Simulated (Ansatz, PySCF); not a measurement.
System: C₂H₆N, charge 0, multiplicity 2. SMILES: CC[NH]
Geometry: optimised at B3LYP-D3(BJ)/def2-TZVP (Ansatz, a quantum-chemistry and plane-wave program).

Unscaled harmonic wavenumbers (cm⁻¹) in rising order, each level at the stationary point that it reaches from this structure (no distance between atoms moves by over 0.3 Å); the order of modes can differ between levels, and a negative number is imaginary. B3LYP-D3(BJ)/def2-TZVP (PySCF, at the structure above): 211, 248, 411, 786, 888, 1025, 1027, 1077, 1241, 1305, 1393, 1405, 1471, 1492, 1502, 2924, 3029, 3043, 3094, 3102, 3352.

HF/3-21G (Ansatz): 192, 261, 422, 875, 896, 1037, 1132, 1151, 1387, 1439, 1502, 1571, 1663, 1668, 1676, 3182, 3198, 3250, 3270, 3281, 3430. Zero-point energy 52.2 against 48.6 kcal/mol; where all levels lie over 400 cm⁻¹, the wavenumbers are on average 1.077 times those of B3LYP-D3(BJ)/def2-TZVP.

HF/6-31G* (Ansatz): 234, 271, 432, 862, 960, 1103, 1145, 1176, 1377, 1441, 1526, 1559, 1635, 1641, 1659, 3168, 3202, 3248, 3272, 3278, 3632. Zero-point energy 52.6 against 48.6 kcal/mol; where all levels lie over 400 cm⁻¹, the wavenumbers are on average 1.087 times those of B3LYP-D3(BJ)/def2-TZVP.

B3LYP/6-31G* (Ansatz): 216, 254, 410, 793, 894, 1033, 1041, 1084, 1257, 1324, 1413, 1430, 1504, 1522, 1533, 2946, 3046, 3067, 3115, 3126, 3329. Zero-point energy 49.1 against 48.6 kcal/mol; where all levels lie over 400 cm⁻¹, the wavenumbers are on average 1.010 times those of B3LYP-D3(BJ)/def2-TZVP.
